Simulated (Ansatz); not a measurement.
Cost and result for the atomization energy of C₃H₄ClF, SMILES `C/C(Cl)=C\F` (9 atoms, 8 bonds).

Cartesian coordinates in Å:
```
C 0.102 -0.187 1.131
C 0.328 -0.152 -0.334
Cl 1.768 -0.919 -0.909
C -0.464 0.408 -1.236
F -1.596 1.022 -0.872
H 0.047 -1.219 1.485
H -0.828 0.324 1.382
H 0.927 0.299 1.657
H -0.284 0.425 -2.302
```

Total charge 0; spin multiplicity 1. The structure was optimised at the PBE0-D4/def2-TZVP level. Program: Ansatz. Hardware: A = 2 threads of an AMD EPYC 7R13 on a shared host; B = 2 threads of an AMD EPYC 7R13 on a shared host and a share of an NVIDIA H100 80 GB. Times are those of one run each, without the atoms' runs, and a repeat can differ threefold. Electronic energies, without spin–orbit coupling; frozen cores. CCSD(T)/CBS extrapolates def2-TZVPP and def2-QZVPP, and its time is that of the two runs behind it. T1 = 0.011. B3LYP takes the VWN-RPA correlation (the form of Gaussian; ORCA's B3LYP/G).

CCSD(T)/CBS is a level of theory with its own doubt, some kJ/mol a heavy atom from the limit and from the frozen cores, so smaller differences don't rank the functionals.

| level | functions | wall time |
| --- | --- | --- |
| PBE-D4/def2-TZVPP (with forces) [A] | 222 | 2.7 s |
| PBE0-D4/def2-TZVPP [A] | 222 | 3.1 s |
| r2SCAN-D4/def2-TZVPP (with forces) [A] | 222 | 4.7 s |
| B3LYP-D4/def2-TZVPP (with forces) [A] | 222 | 5.5 s |
| B2PLYP/def2-TZVPP [A] | 222 | 6 s |
| ωB97X-V/def2-TZVPP [A] | 222 | 7.5 s |
| CCSD(T)/def2-TZVPP [B] | 222 | 9 s |
| ωB97M-V/def2-TZVPP (with forces) [A] | 222 | 11 s |
| CCSD(T)/def2-QZVPP [B] | 418 | 21 s |
| CCSD(T)/CBS(def2) | – | 30 s |

(1) What atomization energy does each give, and how far from CCSD(T)/CBS? (An estimate is asked.)

## Answers

(1) Computed: 
| level | atomization (kcal/mol) | difference from CCSD(T)/CBS | per bond |
| --- | --- | --- | --- |
| PBE-D4/def2-TZVPP (with forces) [A] | 879.2 | 32.7 | 4.1 |
| PBE0-D4/def2-TZVPP [A] | 858.3 | 11.8 | 1.5 |
| r2SCAN-D4/def2-TZVPP (with forces) [A] | 853.8 | 7.3 | 0.9 |
| B3LYP-D4/def2-TZVPP (with forces) [A] | 847.3 | 0.8 | 0.1 |
| B2PLYP/def2-TZVPP [A] | 839.6 | -6.9 | -0.9 |
| ωB97X-V/def2-TZVPP [A] | 849.2 | 2.7 | 0.3 |
| CCSD(T)/def2-TZVPP [B] | 825.4 | -21.1 | -2.6 |
| ωB97M-V/def2-TZVPP (with forces) [A] | 851.6 | 5.1 | 0.6 |
| CCSD(T)/def2-QZVPP [B] | 837.8 | -8.7 | -1.1 |
| CCSD(T)/CBS(def2) | 846.5 | 0.0 | 0.0 |

In def2-TZVPP, CCSD(T) changes the Hartree–Fock value by +213.2 kcal/mol (the triples alone add +15.6 kcal/mol) and MP2 by +234.8 kcal/mol; breaking electron pairs costs correlation energy, which Hartree–Fock lacks. The D4 term adds +6.6 kcal/mol with B3LYP and +3.4 kcal/mol with PBE0; it sums over pairs of atoms, weighted by their polarisabilities, and B3LYP, whose exchange is more repulsive, gets the larger term. From PBE to PBE0 (25 % exact exchange), in def2-TZVPP and without D4, the atomization energy moves by −20.2 kcal/mol: exact exchange takes away binding that semilocal exchange gives to molecules.
